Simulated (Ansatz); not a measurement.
The first iterations of a band of CH3NNa (6 atoms, charge -1, multiplicity 1).

The calculation used RKS BHLYP-D4/def2-SVP in Ansatz.

```json
{"movable images": "6", "climbing image": "no", "spring": "5.0 eV/Å²", "optimiser": "quadratic models (default)", "start path": "IDPP", "force threshold": "0.05 eV/Å", "iteration limit": "60", "end points": "relaxed"}
```

First end point:

```xyz
6
Properties=species:S:1:pos:R:3
N -0.153 -1.176 -0.433
C 0.483 -0.632 0.503
Na -1.235 3.078 -0.992
H -0.665 -0.463 -0.958
H 0.477 0.446 0.710
H 1.092 -1.252 1.171
```

Last end point:

```xyz
6
Properties=species:S:1:pos:R:3
N -0.150 -1.177 -0.434
C 0.484 -0.632 0.502
Na -1.238 3.076 -0.989
H -0.664 -0.465 -0.959
H 1.094 -1.249 1.171
H 0.475 0.446 0.709
```

| iteration | highest image above the first end (eV) | largest band force component (eV/Å) |
| --- | --- | --- |
| 1 | 2.349 | 2.660 |
| 2 | 1.924 | 1.868 |
| 3 | 1.294 | 2.102 |
| 4 | 1.118 | 2.056 |
| 5 | 0.944 | 1.376 |

Question: Does the band converge within its limit, and where does its top end?

Answer: The run converged. It ended after 16 iterations with the highest image 0.597 eV above the first end. The dihedral H4–N1–C2–H6 jumps by 166° between images 3 and 4, so the path isn't resolved there. No image climbed, so the highest image needn't sit at the top of the path. A band with more images between the same ends climbed to 1.32 eV, so this one has probably stepped over the top. Limits of this set-up: an anion without diffuse functions.

Run time: 2.1 min on 1 thread of Arm Neoverse V2 (shared host), peak memory 0.11 GiB.
